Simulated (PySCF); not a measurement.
# Simulated absorption spectrum

C4H10S.
Z-matrix (Å and degrees, GFN2-xTB geometry), rows numbered from 1:
```
C 
C   1  1.5229
C   2  1.5229  1  111.39
C   2  1.5236  1  110.96  3  -124.17
S   2  1.8588  1  108.70  3   119.74
H   1  1.0890  2  109.95  3    62.64
H   1  1.0877  2  110.42  3  -177.58
H   1  1.0887  2  110.95  3   -57.26
H   3  1.0877  2  110.42  1   177.37
H   3  1.0890  2  109.95  1   -62.85
H   3  1.0887  2  110.94  1    57.03
H   4  1.0879  2  110.44  1  -177.81
H   4  1.0879  2  110.45  1   -57.98
H   4  1.0883  2  110.13  1    62.13
H   5  1.3312  2   95.88  1   -60.46
```

Computed, not measured: TDDFT wB97X-D/def2-SVPD, vertical, gas phase, core orbitals frozen in the response in PySCF.

Computed states:

```
state  E (eV)       f
   S1    5.52  0.0022
   S2    6.32   0.042
   S3    7.45   0.031
   S4    7.82   0.015
   S5    7.85   0.062
   S6    8.13   0.011
   S7    8.30   0.060
   S8    8.65   0.283
```

Broadening: Gaussians 0.5 eV wide at half height, area fixed by f = 4.319×10⁻⁹ ∫ε dν̃. The width is an assumption, not a result. The curve ends short of the highest state used, and states not computed would add to its high-energy end.

Problem. What does the envelope look like, and where are its maxima?

Solution. 
(E (eV), ε (L mol⁻¹ cm⁻¹)): (4.77, 0), (4.83, 1), (4.89, 1), (4.95, 3), (5.01, 7), (5.07, 13), (5.13, 22), (5.19, 35), (5.24, 50), (5.30, 69), (5.36, 89), (5.42, 105), (5.48, 116), (5.54, 119), (5.60, 116), (5.66, 111), (5.72, 115), (5.78, 141), (5.84, 209), (5.90, 337), (5.96, 543), (6.02, 833), (6.08, 1191), (6.14, 1579), (6.20, 1935), (6.26, 2191), (6.32, 2290), (6.38, 2210), (6.44, 1969), (6.50, 1620), (6.56, 1230), (6.62, 863), (6.68, 561), (6.74, 340), (6.79, 218), (6.85, 136), (6.91, 116), (6.97, 152), (7.03, 246), (7.09, 406), (7.15, 635), (7.21, 930), (7.27, 1277), (7.33, 1652), (7.39, 2038), (7.45, 2428), (7.51, 2831), (7.57, 3262), (7.63, 3723), (7.69, 4188), (7.75, 4604), (7.81, 4908), (7.87, 5067), (7.93, 5098), (7.99, 5075), (8.05, 5108)

Maxima: 224 nm (5.53 eV), ε about 120, made up of S1 (98%); 196 nm (6.32 eV), ε about 2300, made up of S2 (100%); 157 nm (7.92 eV), ε about 5100, made up of S4 (14%), S5 (62%) and S7 (13%) (hardly more than a shoulder) (ε in L mol⁻¹ cm⁻¹; maxima over ε = 5, shares over 10%). At its high-energy end, 8.05 eV, the curve is still rising (ε about 5100, from S5, S6 and S7).

Problem. What would ε be at 7.92 eV, the highest of these maxima, with half the width (0.25 eV)?

Solution. About 6630 L mol⁻¹ cm⁻¹ against 5100, a factor of about 1.3; a lone state at its own centre would give exactly 2.

Problem. On this curve, what absorbance would a 10⁻⁵ mol/L sample give at 254 nm over a 1 cm path?

Solution. 254 nm is 4.881 eV, where ε is about 1.3 L mol⁻¹ cm⁻¹, so A = ε c l ≈ 1.3e-05 (Beer–Lambert, with the gas-phase spectrum and the assumed width).

Problem. Does any computed singlet lie in the visible range?

Solution. No computed singlet lies in the visible range (380 to 750 nm); the lowest, at 225 nm, stands 2.26 eV above its violet end (3.26 eV).
